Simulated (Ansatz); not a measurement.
**CHOSi (quartet): wB97M-V, B2PLYP over vertical spin and charge gaps, def2-QZVPP**

How well do these functionals follow the top wave-function level for CHOSi (quartet) over vertical spin and charge gaps?

Method: def2-QZVPP, all electrons in the functionals, frozen cores in the correlation of double hybrids and RPA; program: Ansatz 0.2.0, Gaussian basis.

To be run: wB97M-V, B2PLYP, at charge 0, quartet; charge 0, doublet; charge 0, sextet; charge 1, triplet; charge 1, quintet.

**1. The geometry**

The geometry is a PBE0/def2-TZVP stationary point (not a proven minimum).

4 atoms, charge 0, spin multiplicity 4.

Atoms are counted from 1 here; the program's logs count them from 0.

Bond lengths: C1–O2 1.268 Å, O2–Si3 1.699 Å, Si3–H4 1.496 Å. Angles: C1–O2–Si3 139.4°, O2–Si3–H4 117.6°.

No dispersion term is added; wB97M-V holds VV10 nonlocal correlation.

The geometry shown and the zero of energy belong to the point charge 0, quartet. The yardstick, UCCSD(T), and other wave-function levels (R restricted, U unrestricted, valence and pair active spaces) come from earlier runs.

**2. wB97M-V, charge 0, quartet**

File in.yaml:

```yaml
crystal:
  periodic: [false, false, false]
  atoms:
    - {symbol: C, position_ang: [0.000000, 0.333035, 1.722367]}
    - {symbol: O, position_ang: [0.000000, -0.312160, 0.630489]}
    - {symbol: Si, position_ang: [0.000000, -0.015246, -1.042169]}
    - {symbol: H, position_ang: [0.000000, 1.411369, -1.492570]}
basis:
  gaussian: {orbitals: "def2-QZVPP.json"}
magnetization: {spin_polarized: true, initial_magnetization: 3}
hamiltonian: {xc: {name: wB97M-V}}
output: {orbitals: {seedname: orbitals}}
```

Command:

```
$ ansatz run in.yaml --threads 1 --pin off --events-out ev --progress --plain --max-ram 2393MiB
```

Output, shortened:

```text
Functional definition: wB97M-V
  name "wB97M-V"
  cite "Mardirossian & Head-Gordon, J. Chem. Phys. 144, 214110 (2016) doi:10.1063/1.4952647"
  cite "Becke, J. Chem. Phys. 107, 8554 (1997) doi:10.1063/1.475007"
  cite "Vydrov & Van Voorhis, J. Chem. Phys. 133, 244103 (2010) doi:10.1063/1.3521275"
  # Of w^i u^j: cxij and so on, Table III.
[...]
  gx(w, u) = 1 - cx + cx01*u + cx10*w
  gss(w, u) = css00 + css04*u^4 + css10*w + css20*w^2 + css43*w^4*u^3
  gos(w, u) = cos00 + cos10*w + (cos20 + cos21*u)*w^2 + (cos60 + cos61*u)*w^6
[...]
      + integral(e_c_pw_mod_opposite_spin*gos(b97_w_opposite, b97_u_opposite)) + vv10(b, c)
764 factors; their error is unknown
170 factors; integrals over basis functions are off by at most 2.2e-5 eV
[...]
mean field -10971.89841010 eV, -403.2098295514 hartree, gradient 1.6e-5 eV, S^2 3.755815; 1 other end points of the search recorded, 0 dependent functions left out
reference -10971.89845448 eV, -403.2098311822 hartree; 16, 13 occupied and 198, 201 virtual orbitals, 764 factors
Total energy: -10971.89845448 eV, -403.2098311822 hartree
```

Run time: 55 s. Hardware: 1 thread of Arm Neoverse V2, shared host; peak memory 0.72 GiB.

From the report: ⟨S²⟩ of the determinant 3.756 (pure quartet: 3.75).

**3. wB97M-V, charge 0, doublet**

in.yaml: that of step 2 with these lines changed.

```diff
@@ -9,3 +9,3 @@
   gaussian: {orbitals: "def2-QZVPP.json"}
-magnetization: {spin_polarized: true, initial_magnetization: 3}
+magnetization: {spin_polarized: true, initial_magnetization: 1}
 hamiltonian: {xc: {name: wB97M-V}}
```

Same command.

Output, shortened:

```text
Functional definition: wB97M-V
  name "wB97M-V"
  cite "Mardirossian & Head-Gordon, J. Chem. Phys. 144, 214110 (2016) doi:10.1063/1.4952647"
  cite "Becke, J. Chem. Phys. 107, 8554 (1997) doi:10.1063/1.475007"
  cite "Vydrov & Van Voorhis, J. Chem. Phys. 133, 244103 (2010) doi:10.1063/1.3521275"
  # Of w^i u^j: cxij and so on, Table III.
[...]
  gx(w, u) = 1 - cx + cx01*u + cx10*w
  gss(w, u) = css00 + css04*u^4 + css10*w + css20*w^2 + css43*w^4*u^3
  gos(w, u) = cos00 + cos10*w + (cos20 + cos21*u)*w^2 + (cos60 + cos61*u)*w^6
[...]
      + integral(e_c_pw_mod_opposite_spin*gos(b97_w_opposite, b97_u_opposite)) + vv10(b, c)
764 factors; their error is unknown
170 factors; integrals over basis functions are off by at most 2.2e-5 eV
[...]
mean field -10973.43538260 eV, -403.2663122489 hartree, gradient 9.4e-6 eV, S^2 0.756826; 2 other end points of the search recorded, 0 dependent functions left out
reference -10973.43542846 eV, -403.2663139342 hartree; 15, 14 occupied and 199, 200 virtual orbitals, 764 factors
Total energy: -10973.43542846 eV, -403.2663139342 hartree
```

Wall time 57 s (1 thread of Arm Neoverse V2, shared host); peak memory 0.72 GiB.

From the report: ⟨S²⟩ of the determinant 0.757 (pure doublet: 0.75).

From charge 0, quartet: -148.3 kJ/mol.

**4. wB97M-V, charge 0, sextet**

in.yaml: that of step 3 with these lines changed.

```diff
@@ -9,3 +9,3 @@
   gaussian: {orbitals: "def2-QZVPP.json"}
-magnetization: {spin_polarized: true, initial_magnetization: 1}
+magnetization: {spin_polarized: true, initial_magnetization: 5}
 hamiltonian: {xc: {name: wB97M-V}}
```

Same command.

Output, shortened:

```text
Functional definition: wB97M-V
  name "wB97M-V"
  cite "Mardirossian & Head-Gordon, J. Chem. Phys. 144, 214110 (2016) doi:10.1063/1.4952647"
  cite "Becke, J. Chem. Phys. 107, 8554 (1997) doi:10.1063/1.475007"
  cite "Vydrov & Van Voorhis, J. Chem. Phys. 133, 244103 (2010) doi:10.1063/1.3521275"
  # Of w^i u^j: cxij and so on, Table III.
[...]
  gx(w, u) = 1 - cx + cx01*u + cx10*w
  gss(w, u) = css00 + css04*u^4 + css10*w + css20*w^2 + css43*w^4*u^3
  gos(w, u) = cos00 + cos10*w + (cos20 + cos21*u)*w^2 + (cos60 + cos61*u)*w^6
[...]
      + integral(e_c_pw_mod_opposite_spin*gos(b97_w_opposite, b97_u_opposite)) + vv10(b, c)
764 factors; their error is unknown
170 factors; integrals over basis functions are off by at most 2.2e-5 eV
[...]
mean field -10967.77525134 eV, -403.0583062616 hartree, gradient 2.3e-5 eV, S^2 8.755746; 0 other end points of the search recorded, 0 dependent functions left out
reference -10967.77529319 eV, -403.0583077998 hartree; 17, 12 occupied and 197, 202 virtual orbitals, 764 factors
Total energy: -10967.77529319 eV, -403.0583077998 hartree
```

Run time: 21 s. Hardware: 1 thread of Arm Neoverse V2, shared host; peak memory 0.56 GiB.

From the report: ⟨S²⟩ of the determinant 8.756 (pure sextet: 8.75).

From charge 0, quartet: +397.8 kJ/mol.

**5. wB97M-V, charge 1, triplet**

in.yaml: that of step 4 with these lines changed.

```diff
@@ -9,3 +9,4 @@
   gaussian: {orbitals: "def2-QZVPP.json"}
-magnetization: {spin_polarized: true, initial_magnetization: 5}
+total_charge: 1
+magnetization: {spin_polarized: true, initial_magnetization: 2}
 hamiltonian: {xc: {name: wB97M-V}}
```

Same command.

Output, shortened:

```text
Functional definition: wB97M-V
  name "wB97M-V"
  cite "Mardirossian & Head-Gordon, J. Chem. Phys. 144, 214110 (2016) doi:10.1063/1.4952647"
  cite "Becke, J. Chem. Phys. 107, 8554 (1997) doi:10.1063/1.475007"
  cite "Vydrov & Van Voorhis, J. Chem. Phys. 133, 244103 (2010) doi:10.1063/1.3521275"
  # Of w^i u^j: cxij and so on, Table III.
[...]
  gx(w, u) = 1 - cx + cx01*u + cx10*w
  gss(w, u) = css00 + css04*u^4 + css10*w + css20*w^2 + css43*w^4*u^3
  gos(w, u) = cos00 + cos10*w + (cos20 + cos21*u)*w^2 + (cos60 + cos61*u)*w^6
[...]
      + integral(e_c_pw_mod_opposite_spin*gos(b97_w_opposite, b97_u_opposite)) + vv10(b, c)
764 factors; their error is unknown
170 factors; integrals over basis functions are off by at most 2.2e-5 eV
[...]
mean field -10964.82389209 eV, -402.9498458098 hartree, gradient 3.4e-5 eV, S^2 2.009513; 1 other end points of the search recorded, 0 dependent functions left out
reference -10964.82393964 eV, -402.9498475572 hartree; 15, 13 occupied and 199, 201 virtual orbitals, 764 factors
Total energy: -10964.82393964 eV, -402.9498475572 hartree
```

Run time: 30 s. Hardware: 1 thread of Arm Neoverse V2, shared host; peak memory 0.56 GiB.

From the report: ⟨S²⟩ of the determinant 2.010 (pure triplet: 2.00).

From charge 0, quartet: +682.6 kJ/mol.

**6. wB97M-V, charge 1, quintet**

in.yaml: that of step 5 with these lines changed.

```diff
@@ -10,3 +10,3 @@
 total_charge: 1
-magnetization: {spin_polarized: true, initial_magnetization: 2}
+magnetization: {spin_polarized: true, initial_magnetization: 4}
 hamiltonian: {xc: {name: wB97M-V}}
```

Same command.

Output, shortened:

```text
Functional definition: wB97M-V
  name "wB97M-V"
  cite "Mardirossian & Head-Gordon, J. Chem. Phys. 144, 214110 (2016) doi:10.1063/1.4952647"
  cite "Becke, J. Chem. Phys. 107, 8554 (1997) doi:10.1063/1.475007"
  cite "Vydrov & Van Voorhis, J. Chem. Phys. 133, 244103 (2010) doi:10.1063/1.3521275"
  # Of w^i u^j: cxij and so on, Table III.
[...]
  gx(w, u) = 1 - cx + cx01*u + cx10*w
  gss(w, u) = css00 + css04*u^4 + css10*w + css20*w^2 + css43*w^4*u^3
  gos(w, u) = cos00 + cos10*w + (cos20 + cos21*u)*w^2 + (cos60 + cos61*u)*w^6
[...]
      + integral(e_c_pw_mod_opposite_spin*gos(b97_w_opposite, b97_u_opposite)) + vv10(b, c)
764 factors; their error is unknown
170 factors; integrals over basis functions are off by at most 2.2e-5 eV
[...]
mean field -10960.89925565 eV, -402.8056180809 hartree, gradient 5.9e-5 eV, S^2 6.026728; 1 other end points of the search recorded, 0 dependent functions left out
reference -10960.89930414 eV, -402.8056198627 hartree; 16, 12 occupied and 198, 202 virtual orbitals, 764 factors
Total energy: -10960.89930414 eV, -402.8056198627 hartree
```

Run time: 24 s. Hardware: 1 thread of Arm Neoverse V2, shared host; peak memory 0.56 GiB.

From the report: ⟨S²⟩ of the determinant 6.027 (pure quintet: 6.00).

From charge 0, quartet: +1061.3 kJ/mol.

**7. B2PLYP, charge 0, quartet**

in.yaml: that of step 6 with these lines changed.

```diff
@@ -9,5 +9,4 @@
   gaussian: {orbitals: "def2-QZVPP.json"}
-total_charge: 1
-magnetization: {spin_polarized: true, initial_magnetization: 4}
-hamiltonian: {xc: {name: wB97M-V}}
-output: {orbitals: {seedname: orbitals}}
+magnetization: {spin_polarized: true, initial_magnetization: 3}
+hamiltonian: {xc: {name: B2PLYP}}
+correlation: {electrons: outside_noble_gas}
```

Same command.

Output, shortened:

```text
Functional definition: B2PLYP
  name "B2PLYP"
  cite "Grimme, J. Chem. Phys. 124, 034108 (2006) doi:10.1063/1.2148954"
  cite "Becke, Phys. Rev. A 38, 3098 (1988) doi:10.1103/PhysRevA.38.3098"
  cite "Lee, Yang & Parr, Phys. Rev. B 37, 785 (1988) doi:10.1103/PhysRevB.37.785"
[...]
1305 factors; integrals over basis functions are off by at most 8.2e-4 eV
[...]
mean field -10964.26815386 eV, -402.9294228064 hartree, gradient 2.1e-6 eV, S^2 3.761507; 4 other end points of the search recorded, 0 dependent functions left out
7 core orbitals not correlated: weight in the atoms' cores, before any rotation towards them, 1.000 or more for the frozen orbitals, at most 0.000 for the correlated occupied ones
reference -10964.26829653 eV, -402.9294280497 hartree; 9, 6 occupied and 198, 201 virtual orbitals, 1305 factors
second order -14.80229376 eV of doubles, -0.00000000 eV of singles
Total energy: -10968.26491585 eV, -403.0763011005 hartree
```

Run time: 34 s. Hardware: 1 thread of Arm Neoverse V2, shared host; peak memory 0.67 GiB.

From the report: ⟨S²⟩ of the determinant 3.762 (pure quartet: 3.75).

**8. B2PLYP, charge 0, doublet**

in.yaml: that of step 7 with these lines changed.

```diff
@@ -9,3 +9,3 @@
   gaussian: {orbitals: "def2-QZVPP.json"}
-magnetization: {spin_polarized: true, initial_magnetization: 3}
+magnetization: {spin_polarized: true, initial_magnetization: 1}
 hamiltonian: {xc: {name: B2PLYP}}
```

Launched as before.

Output, shortened:

```text
Functional definition: B2PLYP
  name "B2PLYP"
  cite "Grimme, J. Chem. Phys. 124, 034108 (2006) doi:10.1063/1.2148954"
  cite "Becke, Phys. Rev. A 38, 3098 (1988) doi:10.1103/PhysRevA.38.3098"
  cite "Lee, Yang & Parr, Phys. Rev. B 37, 785 (1988) doi:10.1103/PhysRevB.37.785"
[...]
1305 factors; integrals over basis functions are off by at most 8.2e-4 eV
[...]
mean field -10965.31728551 eV, -402.9679776836 hartree, gradient 9.4e-6 eV, S^2 0.762104; 4 other end points of the search recorded, 0 dependent functions left out
7 core orbitals not correlated: weight in the atoms' cores, before any rotation towards them, 1.000 or more for the frozen orbitals, at most 0.000 for the correlated occupied ones
reference -10965.31742991 eV, -402.9679829900 hartree; 8, 7 occupied and 199, 200 virtual orbitals, 1305 factors
second order -15.86564277 eV of doubles, -0.00000000 eV of singles
Total energy: -10969.60115346 eV, -403.1254069268 hartree
```

Run time: 40 s. Hardware: 1 thread of Arm Neoverse V2, shared host; peak memory 0.55 GiB.

From the report: ⟨S²⟩ of the determinant 0.762 (pure doublet: 0.75).

From charge 0, quartet: -128.9 kJ/mol.

**9. B2PLYP, charge 0, sextet**

in.yaml: that of step 8 with these lines changed.

```diff
@@ -9,3 +9,3 @@
   gaussian: {orbitals: "def2-QZVPP.json"}
-magnetization: {spin_polarized: true, initial_magnetization: 1}
+magnetization: {spin_polarized: true, initial_magnetization: 5}
 hamiltonian: {xc: {name: B2PLYP}}
```

Same command.

Output, shortened:

```text
Functional definition: B2PLYP
  name "B2PLYP"
  cite "Grimme, J. Chem. Phys. 124, 034108 (2006) doi:10.1063/1.2148954"
  cite "Becke, Phys. Rev. A 38, 3098 (1988) doi:10.1103/PhysRevA.38.3098"
  cite "Lee, Yang & Parr, Phys. Rev. B 37, 785 (1988) doi:10.1103/PhysRevB.37.785"
[...]
1305 factors; integrals over basis functions are off by at most 8.2e-4 eV
[...]
mean field -10960.67164162 eV, -402.7972534193 hartree, gradient 2.6e-6 eV, S^2 8.761162; 0 other end points of the search recorded, 0 dependent functions left out
7 core orbitals not correlated: weight in the atoms' cores, before any rotation towards them, 1.000 or more for the frozen orbitals, at most 0.000 for the correlated occupied ones
reference -10960.67178289 eV, -402.7972586111 hartree; 10, 5 occupied and 197, 202 virtual orbitals, 1305 factors
second order -13.26987367 eV of doubles, -0.00000000 eV of singles
Total energy: -10964.25464878 eV, -402.9289265041 hartree
```

It took 14 s on 1 thread of Arm Neoverse V2, shared host; peak memory 0.52 GiB.

From the report: ⟨S²⟩ of the determinant 8.761 (pure sextet: 8.75).

From charge 0, quartet: +386.9 kJ/mol.

**10. B2PLYP, charge 1, triplet**

in.yaml: that of step 9 with these lines changed.

```diff
@@ -9,3 +9,4 @@
   gaussian: {orbitals: "def2-QZVPP.json"}
-magnetization: {spin_polarized: true, initial_magnetization: 5}
+total_charge: 1
+magnetization: {spin_polarized: true, initial_magnetization: 2}
 hamiltonian: {xc: {name: B2PLYP}}
```

Same command.

Output, shortened:

```text
Functional definition: B2PLYP
  name "B2PLYP"
  cite "Grimme, J. Chem. Phys. 124, 034108 (2006) doi:10.1063/1.2148954"
  cite "Becke, Phys. Rev. A 38, 3098 (1988) doi:10.1103/PhysRevA.38.3098"
  cite "Lee, Yang & Parr, Phys. Rev. B 37, 785 (1988) doi:10.1103/PhysRevB.37.785"
[...]
1305 factors; integrals over basis functions are off by at most 8.2e-4 eV
[...]
mean field -10957.04663986 eV, -402.6640370620 hartree, gradient 8.9e-6 eV, S^2 2.022301; 4 other end points of the search recorded, 0 dependent functions left out
7 core orbitals not correlated: weight in the atoms' cores, before any rotation towards them, 1.000 or more for the frozen orbitals, at most 0.000 for the correlated occupied ones
reference -10957.04678654 eV, -402.6640424522 hartree; 8, 6 occupied and 199, 201 virtual orbitals, 1305 factors
second order -15.10607250 eV of doubles, -0.00000000 eV of singles
Total energy: -10961.12542611 eV, -402.8139296919 hartree
```

It took 29 s on 1 thread of Arm Neoverse V2, shared host; peak memory 0.66 GiB.

From the report: ⟨S²⟩ of the determinant 2.022 (pure triplet: 2.00).

From charge 0, quartet: +688.9 kJ/mol.

**11. B2PLYP, charge 1, quintet**

in.yaml: that of step 10 with these lines changed.

```diff
@@ -10,3 +10,3 @@
 total_charge: 1
-magnetization: {spin_polarized: true, initial_magnetization: 2}
+magnetization: {spin_polarized: true, initial_magnetization: 4}
 hamiltonian: {xc: {name: B2PLYP}}
```

Same command.

Output, shortened:

```text
Functional definition: B2PLYP
  name "B2PLYP"
  cite "Grimme, J. Chem. Phys. 124, 034108 (2006) doi:10.1063/1.2148954"
  cite "Becke, Phys. Rev. A 38, 3098 (1988) doi:10.1103/PhysRevA.38.3098"
  cite "Lee, Yang & Parr, Phys. Rev. B 37, 785 (1988) doi:10.1103/PhysRevB.37.785"
[...]
1305 factors; integrals over basis functions are off by at most 8.2e-4 eV
[...]
mean field -10953.71729263 eV, -402.5416858078 hartree, gradient 8.8e-6 eV, S^2 6.044613; 4 other end points of the search recorded, 0 dependent functions left out
7 core orbitals not correlated: weight in the atoms' cores, before any rotation towards them, 1.000 or more for the frozen orbitals, at most 0.000 for the correlated occupied ones
reference -10953.71743917 eV, -402.5416911931 hartree; 9, 5 occupied and 198, 202 virtual orbitals, 1305 factors
second order -13.48209998 eV of doubles, -0.00000000 eV of singles
Total energy: -10957.35760616 eV, -402.6754648628 hartree
```

It took 28 s on 1 thread of Arm Neoverse V2, shared host; peak memory 0.66 GiB.

From the report: ⟨S²⟩ of the determinant 6.045 (pure quintet: 6.00).

From charge 0, quartet: +1052.4 kJ/mol.

**12. Against the wave-function levels**

No level is safe as a reference over these points; UCCSD(T) serves as a yardstick only. It comes from earlier runs at the same points. Energies in kJ/mol, counted from charge 0, quartet; blanks weren't run or aren't comparable.

```tsv
level	quartet to doublet	quartet to sextet	ionisation to the triplet cation	ionisation to the quintet cation
UCCSD(T)	-126.3	373.8	689.5	1060.5
wB97M-V	-148.3	397.8	682.6	1061.3
B2PLYP	-128.9	386.9	688.9	1052.4
```

Largest miss and mean time a point (UCCSD(T) took 3 min a point; shared hosts):

```tsv
level	largest miss (kJ/mol)	where	time a point
wB97M-V	+24.0	quartet to sextet	37 s
B2PLYP	+13.1	quartet to sextet	29 s
```

**13. Summary of results**

| quantity | value |
| --- | --- |
| quartet to doublet, UCCSD(T) | -126.3 kJ/mol |
| quartet to sextet, UCCSD(T) | 373.8 kJ/mol |
| ionisation to the triplet cation, UCCSD(T) | 689.5 kJ/mol |
| ionisation to the quintet cation, UCCSD(T) | 1060.5 kJ/mol |
| largest miss, wB97M-V | +24.0 kJ/mol (quartet to sextet) |
| largest miss, B2PLYP | +13.1 kJ/mol (quartet to sextet) |

**Reading.** Of the functionals, B2PLYP keep the smallest largest miss at the points compared (at most 13.1 kJ/mol) and wB97M-V strays most (24.0 kJ/mol, at quartet to sextet). Functionals and the yardstick converge differently with the basis, so part of each miss in def2-QZVPP is the basis. The yardstick itself may be off where one determinant is a poor start.
